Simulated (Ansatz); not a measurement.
Basis-set extrapolation for H3MgNO, SMILES `[NH2][Mg][OH]` (PBE0-D4/def2-TZVP geometry, frozen core, the Gaussian-basis code of Ansatz). Multiplicity 1, RHF reference. For Mg the program correlates outer-core shells too, which these sets cover unevenly, so the extrapolated numbers aren't a true limit.

|  | def2-TZVPP | def2-QZVPP |
| --- | --- | --- |
| HF | -330.786826 | -330.803246 |
| MP2 correlation | -0.670651 | -0.748765 |
| CCSD(T) correlation | -0.703211 | not run |

Energies in hartree. Use E(X) = E(∞) + A·exp(−7.88·√X) for Hartree–Fock and E(X) = E(∞) + B·X^(−2.97) for correlation, with X = 3 and 4, and add CCSD(T) minus MP2 of the smaller set to the MP2 limit.

Task: What is the CCSD(T) energy at the basis-set limit?

Result: HF limit: -330.803246 + (-0.016420) × 0.13774 = -330.80551. MP2 limit: -0.748765 + (-0.078114) × 0.74074 = -0.80663. Higher-order term: -0.703211 − (-0.670651) = -0.03256. Total: -331.64470 hartree, 4.21 eV below CCSD(T)/def2-TZVPP.
